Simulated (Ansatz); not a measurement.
## Worked example: H₂O⁺, quartet against H$_{2}$O⁺, doublet

Geometry (PBE0/def2-TZVP stationary point of a doublet), kept for both states (H2O⁺, doublet: B1; H2O⁺, quartet: B1):

```xyz
3

O     0.0000   -0.0646    0.0000
H     0.0000    0.5128   -0.8211
H     0.0000    0.5128    0.8211
```

Basis cc-pVTZ; Ansatz 0.2.0. Only valence electrons are correlated (noble-gas cores frozen). Prefix R: restricted or restricted open-shell reference; prefix U: unrestricted.

Full CI isn't at hand for all of this; UCCSDT(Q) serves as the reference, and is uncertain by about the last step of the cluster series.

```json
{"level": "UHF", "E(H2O⁺, doublet) (hartree)": "-75.657682", "E(H2O⁺, quartet) (hartree)": "-75.237173"}
{"level": "UMP2", "E(H2O⁺, doublet) (hartree)": "-75.856508", "E(H2O⁺, quartet) (hartree)": "-75.396709"}
{"level": "UCCSD(T)", "E(H2O⁺, doublet) (hartree)": "-75.876988", "E(H2O⁺, quartet) (hartree)": "-75.421559"}
{"level": "PBE", "E(H2O⁺, doublet) (hartree)": "-75.914730", "E(H2O⁺, quartet) (hartree)": "-75.465717"}
{"level": "B3LYP", "E(H2O⁺, doublet) (hartree)": "-75.999714", "E(H2O⁺, quartet) (hartree)": "-75.547590"}
{"level": "UCCSDT(Q)", "E(H2O⁺, doublet) (hartree)": "-75.877459", "E(H2O⁺, quartet) (hartree)": "-75.422487"}
```

Q: Give the vertical gap, H2O⁺ quartet less H2O⁺ doublet, at each level in eV (1 hartree = 27.2114 eV), and each error against UCCSDT(Q).

A: UCCSDT(Q): (-75.422487 − (-75.877459)) × 27.2114 = 12.380 eV (the reference)
B3LYP: (-75.547590 − (-75.999714)) × 27.2114 = 12.303 eV, error -0.077 eV
PBE: (-75.465717 − (-75.914730)) × 27.2114 = 12.218 eV, error -0.162 eV
UCCSD(T): (-75.421559 − (-75.876988)) × 27.2114 = 12.393 eV, error 0.013 eV
UMP2: (-75.396709 − (-75.856508)) × 27.2114 = 12.512 eV, error 0.132 eV
UHF: (-75.237173 − (-75.657682)) × 27.2114 = 11.443 eV, error -0.937 eV

Total energies of functionals can't be set beside those of wave-function methods, since they hold the core's correlation and their own absolute errors; only the differences compare.

Each level lands on the state that its own search finds. T1 diagnostics of restricted CCSD: 0.013 and 0.014.
